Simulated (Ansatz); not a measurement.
Molecule: thioethanol, C2H6S, charge 0, multiplicity 1. 
Coordinates optimised at B3LYP-D3(BJ)/def2-TZVP (Ansatz, a quantum-chemistry and plane-wave program):
```xyz
9

C      1.5260     0.6696    -0.0051
C      0.0131     0.8318     0.0111
S     -0.7684    -0.8280    -0.0040
H     -2.0453    -0.4120     0.0134
H     -0.3062     1.3641     0.9064
H     -0.3226     1.3880    -0.8635
H      2.0088     1.6484     0.0036
H      1.8712     0.1133     0.8677
H      1.8548     0.1370    -0.8989
```
Charge 0, spin multiplicity 1.

Basis-set convergence of Hartree-Fock and CCSD(T) correlation energies (hartree) with Ansatz. Correlated levels leave the core frozen unless marked. No spin-orbit coupling. No relativistic terms.

| basis | functions | E(HF) | E(corr, CCSD(T)) | rough core time |
|---|---|---|---|---|
| aug-cc-pV(D+d)Z | 132 | -476.77420 | -0.51782 | under 20 s |
| aug-cc-pV(T+d)Z | 285 | ? | ? | 2.2 min |

Problem. What belongs in the gaps?

Solution. 
- aug-cc-pV(T+d)Z, E(HF): -476.80811
- aug-cc-pV(T+d)Z, E(corr, CCSD(T)): -0.61578
